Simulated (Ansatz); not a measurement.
# SiPH₅+ (doublet): from Hartree-Fock to the top rungs, cc-pVDZ

An exercise on one series of results from a longer session: the logs are not shown, and one member is left open.

Program: Ansatz 0.2.0, Gaussian basis. Level of theory: cc-pVDZ, core rule «outside noble gas», up to 10 orbitals frozen. These are calculated values, not measurements.

To be run: UHF; CCSD(T) on ROHF; CCSD(T) on UHF; BCCD(T) on ROHF; CISD as a restricted active space (open shells left free, so some higher excitations enter); CCSDT(Q) on ROHF; CCSDT(Q) on UHF; CASSCF and MRCISD+Q, 9 electrons in 9 orbitals; CASSCF and NEVPT2, 9 electrons in 9 orbitals.

11 further runs of the same task are left out: 5 that didn't finish, 6 set aside as unsound or not needed. Runs told in other sessions of the task aren't counted.

### The system

The geometry is a PBE0/def2-TZVP stationary point (not a proven minimum) of the parent state, kept for this charge and spin.

7 atoms, charge 1, spin multiplicity 2.

Atoms are counted from 1 here; the program's logs count them from 0.

Bond lengths: Si1–P2 2.256 Å, Si1–H3 1.486 Å, Si1–H4 1.486 Å, Si1–H5 1.487 Å, P2–H6 1.421 Å, P2–H7 1.421 Å. Angles: P2–Si1–H3 108.1°, P2–Si1–H4 108.1°, P2–Si1–H5 113.9°, H3–Si1–H4 108.9°, H3–Si1–H5 108.9°, H4–Si1–H5 108.9°, Si1–P2–H6 93.8°, Si1–P2–H7 93.8°, H6–P2–H7 93.5°.

Set-up of the first run:

The input, in.yaml:

```yaml
crystal:
  periodic: [false, false, false]
  atoms:
    - {symbol: Si, position_ang: [-0.034563, 0.000000, 1.139806]}
    - {symbol: P, position_ang: [0.090866, 0.000000, -1.112494]}
    - {symbol: H, position_ang: [0.669851, -1.209115, 1.640289]}
    - {symbol: H, position_ang: [0.669851, 1.209115, 1.640289]}
    - {symbol: H, position_ang: [-1.425044, 0.000000, 1.665989]}
    - {symbol: H, position_ang: [-0.871932, -1.034556, -1.259867]}
    - {symbol: H, position_ang: [-0.871932, 1.034556, -1.259867]}
basis:
  gaussian: {orbitals: cc-pVDZ}
total_charge: 1
magnetization: {spin_polarized: true, initial_magnetization: 1}
hamiltonian: {xc: hf}
output: {orbitals: {seedname: orbitals}}
```

Started as:

```sh
$ ansatz run in.yaml --threads 1 --pin off --events-out ev --progress --plain --max-ram 2393MiB
```

Among the steps run: UHF; CCSD(T) on ROHF; CCSD(T) on UHF; BCCD(T) on ROHF; CISD as a restricted active space (open shells left free, so some higher excitations enter); CCSDT(Q) on ROHF; CCSDT(Q) on UHF; CASSCF and MRCISD+Q, 9 electrons in 9 orbitals; CASSCF and NEVPT2, 9 electrons in 9 orbitals.

One of the session's tables, all rows but one given; the rest of the session is left out.

It belongs to the step «Misses and costs». 

| method | from UCCSDT(Q) (meV) |
| --- | --- |
| ROHF | +7194.0 |
| UHF | +7107.9 |
| RMP2 | +1544.4 |
| UMP2 | +1541.1 |
| CISD | +870.3 |
| RCCSD | +222.6 |
| UCCSD | +220.1 |
| RCCSD(T) | +44.0 |
| UCCSD(T) | +43.9 |
| BCCD(T) | +43.3 |
| RCCSDT | +7.5 |
| UCCSDT | +7.1 |
| RCCSDT(Q) | +0.7 |
| UCCSDT(Q) | 0 |
| CASSCF frontier | +5493.1 |
| NEVPT2 frontier | ? |

Estimate the missing values for NEVPT2 frontier.

As computed: from UCCSDT(Q) (meV): +1478.2. In the column «from UCCSDT(Q) (meV)» it lies between CISD (+870.3) and UMP2 (+1541.1).

Not comparable, so not listed: CASSCF and MRCISD+Q, 9 electrons in 9 orbitals (they don't share determinant, frozen orbitals or solution with the rows shown, or repeat one).

Caveats from the session: Restricted and unrestricted rows rest on different reference determinants; a gap between their highest levels can come from leftover correlation error, from unlike frozen cores or from another state. Warnings in the runs' records: passed over end.
